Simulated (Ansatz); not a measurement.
# B₂+ (doublet): wave-function methods side by side, def2-TZVPP

The task here is to estimate one member of a computed series from the others.

The runs use Ansatz 0.2.0, Gaussian basis; def2-TZVPP, core rule «outside noble gas», up to 2 orbitals frozen.

The runs, in order: UHF; ROHF; CCSD(T) on UHF.

### The geometry

The geometry is a PBE0/def2-TZVP stationary point (not a proven minimum).

2 atoms, charge 1, spin multiplicity 2.

Atoms are counted from 1 here; the program's logs count them from 0.

Bond lengths: B1–B2 1.704 Å.

Set-up of the first run:

Input file in.yaml:

```yaml
crystal:
  periodic: [false, false, false]
  atoms:
    - {symbol: B, position_ang: [0.000000, 0.000000, 0.000000]}
    - {symbol: B, position_ang: [0.000000, 0.000000, 1.704200]}
basis:
  gaussian: {orbitals: def2-TZVPP}
total_charge: 1
magnetization: {spin_polarized: true, initial_magnetization: 1}
hamiltonian: {xc: hf}
output: {orbitals: {seedname: orbitals}}
```

Launch:

```console
$ ansatz run in.yaml --threads 1 --pin off --events-out ev --progress --plain --max-ram 2816MiB --backend cpu
```

Among the steps run: UHF; ROHF; CCSD(T) on UHF.

One table of the session follows, with a row left open; its other results are not shown here.

```
  method  from UCCSD(T) (kcal/mol)
    ROHF                         ?
     UHF                    +69.01
    UMP2                    +25.74
   UCCSD                     +4.70
UCCSD(T)                         0
```

Estimate the missing values for ROHF.

The run gave: from UCCSD(T) (kcal/mol): +98.23. In the column «from UCCSD(T) (kcal/mol)» it is the highest.

The program flags UCCSD(T) as in doubt (see the logs), so the zero of the table is itself unsure.

Caveats from the session: The determinant is far from a pure spin state, so its energy mixes those of several spin states (harmless only where they are near-degenerate, as at dissociation). The program flags UCCSD(T) as in doubt, so the zero of the table is itself unsure.
